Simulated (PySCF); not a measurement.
# The first ionisation energy along the second row

All values are computed (PySCF 2.14, energy differences of UHF-based or UKS calculations, no spin-orbit coupling). Values in eV. The last column holds reference values (NIST; (s) semi-empirical, (t) theoretical, else measured). Unmarked ones compare directly (S terms, centres of terms, or small fine structure); those marked * lie between the lowest fine-structure levels and include a spin-orbit shift.

```
                        element               configurations     UHF  MP2 (valence)  SCS-MP2 (valence)  CCSD (valence)  CCSD(T) (valence)  reference
Li (x2c-TZVPall, spin-free X2C)               [He] 2s1 → 1s2   5.342            n/a                n/a             n/a                n/a      5.392
Be (x2c-TZVPall, spin-free X2C)          [He] 2s2 → [He] 2s1   8.043          8.753              8.895           9.270              9.270      9.323
 B (x2c-TZVPall, spin-free X2C)      [He] 2s2 2p1 → [He] 2s2   8.038          8.258              8.228           8.169              8.205      8.297
 C (x2c-TZVPall, spin-free X2C)  [He] 2s2 2p2 → [He] 2s2 2p1  10.797         11.237             11.111          11.141             11.166     11.262
 N (x2c-TZVPall, spin-free X2C)  [He] 2s2 2p3 → [He] 2s2 2p2  13.891         14.557             14.304          14.417             14.436     14.545
 O (x2c-TZVPall, spin-free X2C)  [He] 2s2 2p4 → [He] 2s2 2p3  12.007         13.249             13.344          13.285             13.320     13.608
 F (x2c-TZVPall, spin-free X2C)  [He] 2s2 2p5 → [He] 2s2 2p4  15.641         17.195             17.180          17.093             17.135     17.427
```

| method | elements | mean error (eV) | mean absolute error (eV) | largest error (eV) |
| --- | --- | --- | --- | --- |
| UHF | 7 | -0.871 | 0.871 | -1.786 |
| MP2 (valence) | 6 | -0.202 | 0.206 | -0.570 |
| SCS-MP2 (valence) | 6 | -0.233 | 0.233 | -0.428 |
| CCSD (valence) | 6 | -0.181 | 0.181 | -0.334 |
| CCSD(T) (valence) | 6 | -0.155 | 0.155 | -0.292 |

Errors include the incompleteness of the basis and the frozen core.

"Valence" correlates the outer s and p shells and, in groups 3 to 12 and the f block, the outer d or f shell, open or full, or the next shell where the ion has no valence electron left; the wider scheme adds the next inner shell.
